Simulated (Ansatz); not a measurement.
C$_{5}$H$_{10}$ (`C/C=C/CC`), one more setting.

```yaml
crystal:
  periodic: [false, false, false]
  atoms:
    - {symbol: C, position_ang: [-1.424038, 1.643256, 1.591899]}
    - {symbol: C, position_ang: [-0.722013, 0.742843, 0.406212]}
    - {symbol: C, position_ang: [-0.244239, -0.531606, 0.532184]}
    - {symbol: C, position_ang: [0.743175, -1.379284, -0.225307]}
    - {symbol: C, position_ang: [1.137180, -0.749595, -1.349096]}
    - {symbol: H, position_ang: [-2.546591, 1.820545, 0.980910]}
    - {symbol: H, position_ang: [-1.162680, 2.057424, 1.686997]}
    - {symbol: H, position_ang: [-1.500296, 0.960976, 2.239978]}
    - {symbol: H, position_ang: [-0.197226, 0.850061, -0.798285]}
    - {symbol: H, position_ang: [-0.314151, -0.989090, 1.652186]}
    - {symbol: H, position_ang: [1.937513, -1.453358, 0.058804]}
    - {symbol: H, position_ang: [0.458651, -2.149962, -0.267495]}
    - {symbol: H, position_ang: [1.524425, -0.002535, -1.323482]}
    - {symbol: H, position_ang: [0.032252, -0.568151, -2.190541]}
    - {symbol: H, position_ang: [1.768359, -1.467014, -1.873411]}
basis:
  gaussian: {orbitals: ANO-RCC-VTZP}
hamiltonian: {xc: {name: CAM-B3LYP}, dispersion: d4}
scf: {lower_state_search: full}
output: {forces: true}
```

```sh
$ ansatz run in.yaml --threads 4 --pin off --events-out ev --progress --plain --max-ram 10444MiB
```

It prints (some lines left out):

```
Functional definition: CAM-B3LYP
1645 factors; their error is unknown
588 factors; integrals over basis functions are off by at most 9.0e-6 eV
mean field evaluation 1: about -5297.8547 eV, gradient 9.1e1 eV
mean field evaluation 2: about -5300.2002 eV, gradient 7.9e1 eV
mean field evaluation 4: about -5314.9337 eV, gradient 6.0e0 eV
mean field evaluation 8: about -5315.0126 eV, gradient 6.5e-2 eV
mean field evaluation 16: about -5314.9655 eV, gradient 1.3e-4 eV
mean field -5314.96549360 eV, -195.3213792768 hartree, gradient 1.0e-5 eV, S^2 0.000000; 0 other end points of the search recorded, 0 dependent functions left out
reference -5314.96568280 eV, -195.3213862296 hartree; 20, 20 occupied and 270, 270 virtual orbitals, 1645 factors
Total energy: -5315.18967376 eV, -195.3296177456 hartree
Relativity: scalar
Atom 0 at    -1.424038     1.643256     1.591899 Å, force   -87.118574  -133.803469   -41.486357 eV/Å
Atom 1 at    -0.722013     0.742843     0.406212 Å, force     3.475392    -1.980637    -2.892056 eV/Å
Atom 2 at    -0.244239    -0.531606     0.532184 Å, force    -0.154101     0.527398     6.547928 eV/Å
Atom 3 at     0.743175    -1.379284    -0.225307 Å, force     7.298800    17.709191     5.782852 eV/Å
Atom 4 at     1.137180    -0.749595    -1.349096 Å, force    -9.670050   -13.662089   -10.313226 eV/Å
Atom 5 at    -2.546591     1.820545     0.980910 Å, force     3.292692    -0.000983     2.612215 eV/Å
Atom 6 at    -1.162680     2.057424     1.686997 Å, force    85.319032   136.235881    31.161134 eV/Å
Atom 7 at    -1.500296     0.960976     2.239978 Å, force    -0.953207    -4.253158     5.122583 eV/Å
Atom 8 at    -0.197226     0.850061    -0.798285 Å, force    -2.521911     1.842698     3.399154 eV/Å
Atom 9 at    -0.314151    -0.989090     1.652186 Å, force    -0.456658     0.833186    -2.357725 eV/Å
Atom 10 at     1.937513    -1.453358     0.058804 Å, force    -2.828131    -0.118860     1.869913 eV/Å
Atom 11 at     0.458651    -2.149962    -0.267495 Å, force    -6.713682   -18.967453    -1.493981 eV/Å
Atom 12 at     1.524425    -0.002535    -1.323482 Å, force     7.866089    15.589820     0.947109 eV/Å
Atom 13 at     0.032252    -0.568151    -2.190541 Å, force     3.128709    -0.320927     1.920563 eV/Å
Atom 14 at     1.768359    -1.467014    -1.873411 Å, force     0.035601     0.369401    -0.820107 eV/Å
Dipole moment:     0.147123    -0.052442     0.086264 e Å
```

It took 8.5 s on 4 threads of an AMD EPYC 9R45 on a shared host, with 1.6 GiB of host memory at the peak.
